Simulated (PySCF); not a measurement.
Molecule: SMILES C1=CCCCC1, C₆H₁₀.

Bonds (- single, = double, # triple, : aromatic): C1=C2, C2-C3, C3-C4, C4-C5, C5-C6, C6-C1. C1 carries H7; C2 carries H8; C3 carries H9, H10; C4 carries H11, H12; C5 carries H13, H14; C6 carries H15, H16.

Geometry PBE0-D3(BJ)/def2-SVP throughout; GIAO in PySCF 2.14, gas phase, one conformer, non-relativistic; equivalent atoms averaged; basis pcSseg-1.

For orientation, PBE gives these absolute shieldings σ: C1/C2 45.5, C3/C6 150.1, C4/C5 154.0, H7/H8 25.33, H9/H10/H15/H16 29.09, H11/H12/H13/H14 29.65 ppm.

A run gave: C1/C2 47.8, C3/C6 157.4, C4/C5 160.5, H7/H8 25.53, H9/H10/H15/H16 29.47, H11/H12/H13/H14 29.95 ppm (absolute shieldings σ).

Q: Which functional was used in that run?
A. B97-2
B. BP86
C. wB97X-D
D. KT3
E. OPBE

A: C. C1/C2 tells them apart best: wB97X-D gives 47.8, OPBE gives 56.4, KT3 gives 57.0, BP86 gives 45.3, B97-2 gives 50.5 ppm.
